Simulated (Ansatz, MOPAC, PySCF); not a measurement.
Series: binary hydrides. Isolated molecules, 0 K electronic values unless said otherwise. Strings in code marks are SMILES.

Quantity: vertical ionisation energy (energy after one electron is removed minus that of the parent at the parent's geometry), in eV.

Level 1: frozen-core MP2/def2-TZVPP // PBE0-D3(BJ)/def2-TZVP (Ansatz, a program for electronic structure)
Level 2: minus the HOMO energy of HF/3-21G // PBE0-D3(BJ)/def2-TZVP (PySCF)
Level 3: minus the HOMO energy of PM6 // PBE0-D3(BJ)/def2-TZVP (MOPAC)
Level 4: HF/def2-TZVPP // PBE0-D3(BJ)/def2-TZVP (Ansatz)

```json
[
 {"species": "`[GaH3]`", "level 1": "11.39", "level 2": "11.51", "level 3": "12.29", "level 4": "10.61"},
 {"species": "`O`", "level 1": "12.74", "level 2": "13.04", "level 3": "11.83", "level 4": "10.94"},
 {"species": "`[LiH]`", "level 1": "7.73", "level 2": "8.13", "level 3": "7.14", "level 4": "6.99"}
]
```
